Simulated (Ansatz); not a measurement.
Compare A (`CCC#CF`) with its isomer B (`C#CC(C)F`).

Calculated with Ansatz (gas phase, PBE0-D4/def2-TZVP geometries, no zero-point term in ΔE). CCSD(T)/CBS adds triple-zeta CCSD(T) − MP2 to the extrapolated MP2 energy (def2 sets, frozen cores). Functionals use def2-TZVPP. B3LYP here is the variant with VWN-RPA as its local correlation; programs differ in this.

Which is lower in electronic energy at CCSD(T)/CBS, and by how much? (Best estimate.)

The calculation gave: B, by 65.0 kJ/mol.

Give E(B) − E(A) in kJ/mol with HF/def2-TZVPP, CCSD(T)/def2-TZVPP, LDA (SPW92), MP2/def2-TZVPP, B3LYP, PBE-D4, B3LYP-D4. (Best estimate.)

The calculation gave: HF/def2-TZVPP -65.4, CCSD(T)/def2-TZVPP -63.6, LDA (SPW92) -43.9, MP2/def2-TZVPP -63.0, B3LYP -57.1, PBE-D4 -49.4, B3LYP-D4 -58.3. None reverses the order clearly.

Does the order hold for the free energy at 298.15 K (harmonic terms from PBE0-D4)? (Estimate.)

Computed: Yes: G(B) − G(A) = -66.4 kJ/mol.

Largest T1 diagnostic: 0.011.

At CCSD(T), def2-SVP lies +13.9 kJ/mol from the extrapolated value and def2-TZVPP +1.3 kJ/mol. Leaving LDA and LC-ωPBE aside and taking each functional with its dispersion term where it has one, the values, not all of them listed here, spread over 11.8 kJ/mol, from BHLYP-D4 to PBE-D4. LDA lies +4.7 kJ/mol from PBE without D4.
